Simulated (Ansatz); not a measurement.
Two shapes of triplet C₂H₃N.

Shape 1:

```xyz
6

C     0.0003    0.0005   -1.1740
C     0.0006    0.0007    0.2785
N     0.0009   -0.0004    1.4350
H     0.0001   -1.0308   -1.5564
H    -0.8934    0.5147   -1.5556
H     0.8937    0.5150   -1.5551
```

Shape 2:

```xyz
6

C     0.0035    0.0046   -1.1666
C     0.0066    0.0073    0.2802
N     0.0090   -0.0040    1.4334
H     0.0015   -1.0256   -1.5636
H    -0.8947    0.5058   -1.5556
H     0.8977    0.5089   -1.5498
```

Basis set: def2-SVP (spherical functions). Left uncorrelated: 3 orbitals. Charge 0, multiplicity 3.

Computed with Ansatz (development build ahead of 0.2.0); each method stands on the lowest determinant of its kind that the runs found.

Task: Which shape is lower in energy, and by how much in each method?

Result:

```
 method  E(2) − E(1) (eV)
    UHF             0.044
UHF-MP2             0.044
```

Shape 1 is lower. Caution: another spin multiplicity may lie lower; the determinant breaks the point group.
